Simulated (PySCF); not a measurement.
2,2-difluoroethylamine, C₂H₅F₂N, SMILES NCC(F)F, point group C1.

Level: PBE0/pcSseg-1 in PySCF (density fitting, grid level 2); geometry and Hessian at that level, cubic constants and property derivatives from steps of ±0.6 along each species' dimensionless normal coordinates, second-order vibrational perturbation theory. The parent has the commonest isotopes.

Equilibrium geometry (Å):

| atom | x | y | z |
| --- | --- | --- | --- |
| N1 | 1.4743 | 0.2373 | -0.0110 |
| C2 | 0.2738 | -0.4633 | 0.3784 |
| C3 | -1.0025 | 0.0584 | -0.2406 |
| F4 | -2.0709 | -0.6279 | 0.2431 |
| F5 | -1.1704 | 1.3694 | 0.0984 |
| H6 | 1.6542 | 0.1459 | -1.0069 |
| H7 | 1.3880 | 1.2297 | 0.1903 |
| H8 | 0.1490 | -0.4031 | 1.4670 |
| H9 | 0.3665 | -1.5268 | 0.1285 |
| H10 | -1.0265 | -0.0010 | -1.3373 |

Problem. Give the equilibrium and ground-state rotational constants (MHz) of parent; ¹³C at 3.

Solution. 
```tsv
species	Ae	Be	Ce	A0	B0	C0	Δ0 (u Å²)	harmonic ZPE (cm⁻¹)
parent	8952.5	3678.2	2827.2	8883.4	3645.4	2802.4	-15.185	17315
¹³C at 3	8933.3	3670.4	2824.4	8865.3	3638	2799.9	-15.427	17261
```

Δ0 = Ic − Ia − Ib from the ground-state constants.

Problem. How is the parent's vibrational correction B0 − Be made up?

Solution. 
```
axis  harmonic  Coriolis  cubic  total (MHz)
   a      17.2     -17.5  -68.7          -69
   b      5.26     -2.37  -35.7        -32.8
   c      1.68     -1.36  -25.1        -24.8
```

Problem. And its quartic centrifugal distortion constants from the harmonic force field?

Solution. Asymmetric top, A reduction, Ir representation: ΔJ = 0.852 kHz, ΔJK = 6.71 kHz, ΔK = 0.763 kHz, δJ = 0.194 kHz, δK = 3.91 kHz.

Problem. Which nuclear quadrupole couplings χaa, χbb, χcc (MHz) does the parent show, at equilibrium and averaged?

Solution. 14N at 1: -1.2, 0.6, 0.6 and -1.0, 0.6, 0.4.

A mode lies under 250 cm⁻¹, where this perturbation treatment is rough. Internal rotors are held in one well.
